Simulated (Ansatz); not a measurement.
# AlH3O (AlH2(OH)) at CCSD(T)/STO-3G

Aim: the energy change on altering one bond length of AlH3O (AlH2(OH)) at CCSD(T)/STO-3G, from 2 runs. 

The results are computed with Ansatz 0.2.0.

56 further runs of the same task are left out: 56 set aside as unsound or not needed.

## (1) Starting point

AlH3O has 5 atoms, charge 0, and is taken as a singlet. SMILES: `[H][Al]([H])[OH]`. The shape comes from GFN2-xTB, which is rough for such elements, and wasn't checked as a minimum.

Bond lengths: Al1–O4 1.636 Å, Al1–H2 1.532 Å, Al1–H3 1.531 Å, O4–H5 0.949 Å. Angles: Al1–O4–H5 179.6°, H2–Al1–O4 120.0°, H3–Al1–O4 120.0°, H2–Al1–H3 120.0°.

## (2) A single-point energy at CCSD(T)/STO-3G

Input file input.yaml:

```yaml
crystal:
  periodic: [false, false, false]
  atoms:
    - {symbol: Al, position_ang: [0.271770, 0.451120, -0.109270]}
    - {symbol: H, position_ang: [1.798980, 0.417230, -0.221380]}
    - {symbol: H, position_ang: [-0.481020, 1.769010, -0.311810]}
    - {symbol: O, position_ang: [-0.555450, -0.920030, 0.226660]}
    - {symbol: H, position_ang: [-1.034280, -1.717330, 0.415800]}
basis:
  gaussian: {orbitals: STO-3G}
correlation: {method: ccsd_t, frozen_orbitals: {Al: 5, H: 0, O: 1}}
accuracy: high
scf: {omitted_lower_state_checks: [cluster_reference, increment]}
```

Launch:

```bash
$ ansatz run input.yaml --threads 1 --pin off --max-ram 2610MiB --events-out events.jsonl --progress --plain --runs-dir runs
```

Log, shortened:

```text
Warning: RAYON_NUM_THREADS=1 ignored (pool sized by the plan → 1); use --threads N
Functional definition: HF
  name "HF"
[...]
288 factors; integrals over basis functions are off by at most 2.9e-8 eV
[...]
mean field -8560.24634855 eV, -314.5832509658 hartree, gradient 4.8e-9 eV, S^2 0.000000; 0 other end points of the search recorded, 0 dependent functions left out
6 core orbitals not correlated: weight in the atoms' cores, before any rotation towards them, 0.999 or more for the frozen orbitals, at most 0.000 for the correlated occupied ones
reference -8560.24634855 eV, -314.5832509658 hartree; 6, 6 occupied and 5, 5 virtual orbitals, 288 factors
second order -1.65830148 eV of doubles, -0.00000000 eV of singles
cycle   1  -1.94780566 eV  change   -2.9e-1 eV  update   7.1e-2
[...]
cycle  19  -2.18158316 eV  change  -3.7e-10 eV  update  2.1e-10
perturbative correction -0.07265015 eV, -0.0026698436 hartree
Total energy: -8562.50058185 eV, -314.6660925118 hartree
Checks for a lower state left out: cluster_reference, increment
```

Wall time 0.41 s (1 thread of Intel Xeon Platinum 8259CL at 2.50GHz (Skylake/Cascade Lake), shared host).

## (3) The distorted shape

Input file input.yaml:

```yaml
crystal:
  periodic: [false, false, false]
  atoms:
    - {symbol: Al, position_ang: [-0.110015, 0.459592, -0.081244]}
    - {symbol: H, position_ang: [1.798980, 0.417230, -0.221380]}
    - {symbol: H, position_ang: [-0.862805, 1.777482, -0.283784]}
    - {symbol: O, position_ang: [-0.937235, -0.911558, 0.254686]}
    - {symbol: H, position_ang: [-1.416065, -1.708858, 0.443826]}
basis:
  gaussian: {orbitals: STO-3G}
correlation: {method: ccsd_t, frozen_orbitals: {Al: 5, H: 0, O: 1}}
accuracy: high
scf: {omitted_lower_state_checks: [cluster_reference, increment]}
```

Launch:

```bash
$ ansatz run input.yaml --threads 1 --pin off --max-ram 2610MiB --events-out events.jsonl --progress --plain --runs-dir runs
```

Log, shortened:

```text
Warning: RAYON_NUM_THREADS=1 ignored (pool sized by the plan → 1); use --threads N
[... 2 set-up lines as earlier in the session ...]
[...]
288 factors; integrals over basis functions are off by at most 1.7e-8 eV
[...]
mean field -8558.66266788 eV, -314.5250517745 hartree, gradient 1.3e-8 eV, S^2 0.000000; 0 other end points of the search recorded, 0 dependent functions left out
6 core orbitals not correlated: weight in the atoms' cores, before any rotation towards them, 1.000 or more for the frozen orbitals, at most 0.000 for the correlated occupied ones
reference -8558.66266788 eV, -314.5250517745 hartree; 6, 6 occupied and 5, 5 virtual orbitals, 288 factors
second order -1.87269145 eV of doubles, -0.00000000 eV of singles
cycle   1  -2.23483869 eV  change   -3.6e-1 eV  update   8.2e-2
[...]
cycle  21  -2.54396246 eV  change   4.5e-10 eV  update  2.1e-10
perturbative correction -0.08668756 eV, -0.0031857090 hartree
Total energy: -8561.29331790 eV, -314.6217263797 hartree
Checks for a lower state left out: cluster_reference, increment
```

Wall time 0.39 s (1 thread of Intel Xeon Platinum 8259CL at 2.50GHz (Skylake/Cascade Lake), shared host).

## (4) What came out

Level: CCSD(T)/STO-3G, 6 core orbitals frozen.

| quantity | value |
| --- | --- |
| first shape: total energy | -314.66609 Eh |
| first shape: correlation energy (6 core orbitals frozen) | -82.8 mEh |
| first shape: (T) correction | -2.67 mEh |
| first shape: T1 diagnostic | 0.018 |
| distorted shape: total energy | -314.62173 Eh |
| distorted shape: correlation energy (6 core orbitals frozen) | -96.7 mEh |
| distorted shape: (T) correction | -3.19 mEh |
| distorted shape: T1 diagnostic | 0.019 |
| energy change with the Al1–H2 bond stretched from 1.532 to 1.915 Å | 1.207 eV |

What this shows: With the Al1–H2 bond stretched from 1.532 to 1.915 Å the energy rises by 1.21 eV (116 kJ/mol). The first shape isn't relaxed at this level, so the change isn't measured from a minimum. The minimal basis adds a large error of its own. The triples (first shape) make up 3.2 % of the correlation energy. The triples (distorted shape) make up 3.3 % of the correlation energy.
